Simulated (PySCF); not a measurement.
Molecule: SMILES C=CS(=O)(=O)O, C2H4O3S.

Molfile (atoms numbered from 1):
```
C2H4O3S
     RDKit          3D

 10  9  0  0  0  0  0  0  0  0999 V2000
    1.6046    0.4554   -0.1498 C   0  0  0  0  0  0  0  0  0  0  0  0
    0.5814    0.1023    0.6212 C   0  0  0  0  0  0  0  0  0  0  0  0
   -0.8166   -0.7135   -0.0750 S   0  0  0  0  0  6  0  0  0  0  0  0
   -0.6479   -0.8140   -1.5140 O   0  0  0  0  0  0  0  0  0  0  0  0
   -1.1337   -1.8492    0.7554 O   0  0  0  0  0  0  0  0  0  0  0  0
   -1.9876    0.3767    0.2021 O   0  0  0  0  0  0  0  0  0  0  0  0
    1.5765    0.2673   -1.2270 H   0  0  0  0  0  0  0  0  0  0  0  0
    2.4913    0.9310    0.2768 H   0  0  0  0  0  0  0  0  0  0  0  0
    0.5222    0.2366    1.7045 H   0  0  0  0  0  0  0  0  0  0  0  0
   -2.0656    0.9306   -0.5899 H   0  0  0  0  0  0  0  0  0  0  0  0
  1  2  2  0
  2  3  1  0
  3  4  2  0
  3  5  2  0
  3  6  1  0
  1  7  1  0
  1  8  1  0
  2  9  1  0
  6 10  1  0
M  END
```

Geometry PBE0-D3(BJ)/def2-SVP throughout; GIAO in PySCF 2.14, gas phase, one conformer, non-relativistic; equivalent atoms averaged; basis pcSseg-2.

For orientation, B97-2 gives these shifts δ (against TMS, CS2, H2O at the same level): C1 135.1, C2 145.5, S3 341.1, O4/O5 222.2, O6 209.8, H7 6.67, H9 6.78, H8 6.07, H10 4.48 ppm.

A run gave: C1 146.8, C2 153.2, S3 342.1, O4/O5 220.1, O6 207.0, H7 6.95, H9 6.85, H8 6.37, H10 4.52 ppm (shifts δ (against TMS, CS2, H2O at the same level)).

Q: Which functional was used in that run?
A. KT2
B. LC-wPBE
C. PBE0
D. OPBE

A: B. C1 tells them apart best: LC-wPBE gives 146.8, OPBE gives 130.0, KT2 gives 125.5, PBE0 gives 138.7 ppm.
